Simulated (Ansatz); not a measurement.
# C4H8 (singlet): the correlation ladder, cc-pVTZ

An exercise on one series of results from a longer session: the logs are not shown, and one member is left open.

The runs use Ansatz 0.2.0, Gaussian basis; cc-pVTZ, core rule «outside noble gas», up to 4 orbitals frozen.

To be run: UHF; CCSD(T) on RHF; BCCD(T) on RHF.

21 further runs of the same task are left out: 2 that didn't finish, 19 set aside as unsound or not needed.

### The geometry

The geometry is an MP2(full)/6-31G* stationary point (not a proven minimum).

12 atoms, charge 0, spin multiplicity 1.

Atoms are counted from 1 here; the program's logs count them from 0.

Bond lengths: C1–C3 1.543 Å, C1–C4 1.543 Å, C1–H5 1.094 Å, C1–H6 1.094 Å, C2–C3 1.543 Å, C2–C4 1.543 Å, C2–H7 1.094 Å, C2–H8 1.094 Å, C3–H9 1.094 Å, C3–H10 1.094 Å, C4–H11 1.094 Å, C4–H12 1.094 Å. Angles: C3–C1–C4 87.9°, C3–C1–H5 118.5°, C3–C1–H6 111.0°, C4–C1–H5 118.5°, C4–C1–H6 111.0°, H5–C1–H6 108.8°, C3–C2–C4 87.9°, C3–C2–H7 118.5°, C3–C2–H8 111.0°, C4–C2–H7 118.5°, C4–C2–H8 111.0°, H7–C2–H8 108.8°, C1–C3–C2 87.9°, C1–C3–H9 118.5°, C1–C3–H10 111.0°, C2–C3–H9 118.5°, C2–C3–H10 111.0°, H9–C3–H10 108.8° and more.

Geometry (Å):

```tsv
atom	x (Å)	y (Å)	z (Å)
C1	0.0000	1.0711	0.1476
C2	0.0000	-1.0711	0.1476
C3	-1.0711	0.0000	-0.1476
C4	1.0711	0.0000	-0.1476
H5	0.0000	1.9869	-0.4501
H6	0.0000	1.3429	1.2075
H7	0.0000	-1.9869	-0.4501
H8	0.0000	-1.3429	1.2075
H9	-1.9869	0.0000	0.4501
H10	-1.3429	0.0000	-1.2075
H11	1.9869	0.0000	0.4501
H12	1.3429	0.0000	-1.2075
```

Set-up of the first run:

Contents of in.yaml:

```yaml
crystal:
  periodic: [false, false, false]
  atoms:
    - {symbol: C, position_ang: [0.000000, 1.071142, 0.147626]}
    - {symbol: C, position_ang: [0.000000, -1.071142, 0.147626]}
    - {symbol: C, position_ang: [-1.071142, 0.000000, -0.147626]}
    - {symbol: C, position_ang: [1.071142, 0.000000, -0.147626]}
    - {symbol: H, position_ang: [0.000000, 1.986858, -0.450077]}
    - {symbol: H, position_ang: [0.000000, 1.342921, 1.207520]}
    - {symbol: H, position_ang: [0.000000, -1.986858, -0.450077]}
    - {symbol: H, position_ang: [0.000000, -1.342921, 1.207520]}
    - {symbol: H, position_ang: [-1.986858, 0.000000, 0.450077]}
    - {symbol: H, position_ang: [-1.342921, 0.000000, -1.207520]}
    - {symbol: H, position_ang: [1.986858, 0.000000, 0.450077]}
    - {symbol: H, position_ang: [1.342921, 0.000000, -1.207520]}
basis:
  gaussian: {orbitals: cc-pVTZ}
magnetization: {spin_polarized: true, initial_magnetization: 0}
hamiltonian: {xc: hf}
output: {orbitals: {seedname: orbitals}}
```

Started as:

```console
$ ansatz run in.yaml --threads 1 --pin off --events-out ev --progress --plain --max-ram 4160MiB --backend cpu
```

Among the steps run: UHF; CCSD(T) on RHF; BCCD(T) on RHF.

One table of the session follows, with a row left open; its other results are not shown here.

```
  method  from RCCSD(T) (kJ/mol)
     RHF                       ?
    RMP2                  +186.6
   RCCSD                   +78.3
RCCSD(T)                       0
 BCCD(T)                    -0.4
```

**Question.** Estimate the row for RHF.

**Answer.** from RCCSD(T) (kJ/mol): +2005.1. In the column «from RCCSD(T) (kJ/mol)» it is the highest.

With the free atoms at the same levels and basis (separate runs), the atomisation energy is 48.760 eV at RCCSD(T), 37.687 eV at RHF.
